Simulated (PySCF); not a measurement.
Consider `O[SiH3]` (H4OSi). Coordinates in Å; atoms count from 1 in this order:
```
O     1.1471   -0.5036   -0.3604
Si   -0.3923    0.0292   -0.0131
H     1.8722   -0.0583    0.0865
H    -0.7235   -0.1276    1.4388
H    -1.3148   -0.8068   -0.8266
H    -0.5791    1.4718   -0.3691
```

Level of theory: PBE0-D3(BJ)/def2-TZVP single points in PySCF, grid level 2; every species was optimised with PBE0-D3(BJ)/def2-SVP. Zero-point and thermal terms (298.15 K, 1 bar) come from unscaled PBE0-D3(BJ)/def2-SVP harmonic frequencies, with soft modes damped to free rotors in the entropy.

(1) Rank these bonds by dissociation enthalpy, weakest first.
A. O1–Si2
B. Si2–H
C. O1–H

(2) For O1–H, what are ΔE (electronic) and ΔG(298 K) of the homolysis?

## Answers

(1) B (367 kJ/mol), C (471 kJ/mol), A (492 kJ/mol).

(2) ΔE = 499 and ΔG = 438 kJ/mol, beside ΔH = 471 kJ/mol. The radicals are `[O][SiH3]` and H•.
